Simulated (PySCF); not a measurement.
Calculation: B3LYP-D3(BJ)/def2-TZVP run with PySCF. All species are isolated molecules in the gas phase. B3LYP has the VWN-RPA correlation part, as in Gaussian. 

Reference species (SMILES): `[SiH3]` (neutral, multiplicity 2).

* **dipole moment**: 0.08 D
* **highest occupied spin orbital**: -6.11 eV

Changed species: `[Ga]([Cl])[Cl]` (radical fragment; the reference has radical fragment).

Question: What does the change do to the dipole moment and highest occupied spin orbital?

Answer: the dipole moment rises by 1.75 D, to 1.83 D; the highest occupied spin orbital falls by 0.81 eV, to -6.92 eV.
